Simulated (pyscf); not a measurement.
Thermochemistry of product channels of `[OH][PH2]` + `[SiH2]` [singlet] on the singlet surface, in eV, from CCSD(T)/def2-TZVPP + ΔMP2(QZVPP) energies (ideal gas, 1 atm, RRHO with modes under 100 cm⁻¹ raised to 100, one conformer, R ln 2 for chiral ones without a mode under 150 cm⁻¹). PySCF, gas phase, ωB97X-D3(BJ)/def2-SVP geometries. MP2 and CC: frozen core, UHF for open shells. ΔMP2 is the change of the MP2 total energy from the triple- to the quadruple-zeta basis.

```json
[
 {"products": "`[OH][PH][SiH3]`", "ΔE": "-2.50", "ΔH(298 K)": "-2.39", "ΔG(298 K)": "-1.95", "ΔG(600 K)": "-1.52"},
 {"products": "`[OH][SiH2][PH2]`", "ΔE": "-3.72", "ΔH(298 K)": "-3.60", "ΔG(298 K)": "-3.15", "ΔG(600 K)": "-2.70"}
]
```

These are energies of the channels, which say nothing of barriers. The CCSD(T) − MP2 part came from Ansatz, without density fitting, on the same reference.
